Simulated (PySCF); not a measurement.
# Core-level binding energies of (E)-diazene

(E)-diazene, N2H2.
Numbering: `[H]/[N:2]=[N:3]/[H]`

Theory: delta-SCF UKS SCAN, pcX-2 on the ionised atom, pcseg-1 elsewhere, spin-free X2C in PySCF 2.14.0. Binding energies are ΔSCF values: E(core-ionised, relaxed orbitals) − E(ground state) at a fixed geometry, referred to the vacuum level.

Q: Give the core binding energies atom by atom.

A: 
```csv
atom(s),environment,level,binding energy (eV),count
N2/N3,azo nitrogen,N 1s,407.43,2
```

Q: Express the binding energy of N 1s of N2 (atom 2)/N3 in atomic units and per mole.

A: 407.43 eV = 14.9728 Eh = 39311 kJ/mol.

Q: Which photon energy gives electrons from N 1s of N2/N3 a kinetic energy of 150 eV, and what is their de Broglie wavelength?

A: hν = 407.43 + 150 = 557.43 eV, recoil neglected; λ = 12.264 Å/√(E/eV) = 1.00 Å.

The first atom of each set that the bonding makes equivalent was ionised and stands for the set. Isolated species at its PBE0-D3(BJ)/def2-SVP geometry, gas phase.
